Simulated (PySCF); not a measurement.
C₄H₆ClF.
SMILES: `CC/C=C(\F)Cl`

A PySCF run (density fitting, gas phase, GFN2-xTB geometry) gave HOMO -6.02 eV, LUMO -0.78 eV, dipole 1.68 D.

Question: Which of these levels was it?
A. LC-wPBE/pcSseg-0
B. KT2/def2-TZVP
C. PBE0/pcseg-1

Answer: B. It is KT2/def2-TZVP. All candidates on this geometry:

| level and settings | kind | basis functions | SCF cycles | E (Eh) | HOMO (eV) | LUMO (eV) | dipole (D) |
| --- | --- | --- | --- | --- | --- | --- | --- |
| KT2/def2-TZVP, grid level 1, energy threshold 1e-11 Eh | GGA | 228 | 13 | -723.6469 | -6.02 | -0.78 | 1.68 |
| PBE0/pcseg-1, fitting basis def2-qzvpp-jkfit | global hybrid | 118 | 10 | -715.5441 | -7.31 | 0.17 | 1.92 |
| LC-wPBE/pcSseg-0, fitting basis def2-universal-jkfit | range-separated hybrid | 70 | 10 | -714.6696 | -10.16 | 2.50 | 2.25 |

The nearest other candidate, by the summed differences of HOMO and LUMO, is PBE0/pcseg-1: its HOMO differs by -1.29 eV and its LUMO by +0.95 eV. KT2 was designed for NMR shieldings or shifts; total energies of different functionals aren't comparable.

Conformer computed: `[CH3:1][CH2:2]/[CH:3]=[C:4](\[F:5])[Cl:6]`: C1–C2–C3–C4 117°.
